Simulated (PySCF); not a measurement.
Stepwise substitution at one centre (Si SH-H). Gas-phase values, no solvent. One relaxed conformer stands for each flexible species; it need not be the lowest. Strings in code marks are SMILES.

All values below come from PySCF with PBE-D3(BJ)/def2-TZVP // PBE0-D3(BJ)/def2-TZVP. Delta-SCF ions had no search for a lower state. Excitations are Tamm–Dancoff values on a coarser integration grid. The basis has no diffuse functions, so Rydberg states are missing or too high.

| species | T1 excitation (TDA) (eV) | vertical ionisation energy (Delta-SCF) (eV) | S1–T1 gap (TDA) (eV) |
|---|---|---|---|
| 0 of 4 SH replaced by H (`S[Si](S)(S)S`) | 4.85 | – | 0.27 |
| 1 of 4 SH replaced by H | 5.23 | 8.97 | … |
| 2 of 4 SH replaced by H | 5.00 | 9.17 | … |
| 3 of 4 SH replaced by H (`[SiH3]S`) | 5.32 | 9.70 | … |
| 4 of 4 SH replaced by H | – | 12.13 | – |

Problem. What belongs in the gaps?

Solution. 
- 1 of 4 SH replaced by H, S1–T1 gap (TDA) (eV): 0.29
- 2 of 4 SH replaced by H, S1–T1 gap (TDA) (eV): 0.37
- 3 of 4 SH replaced by H (`[SiH3]S`), S1–T1 gap (TDA) (eV): 0.37
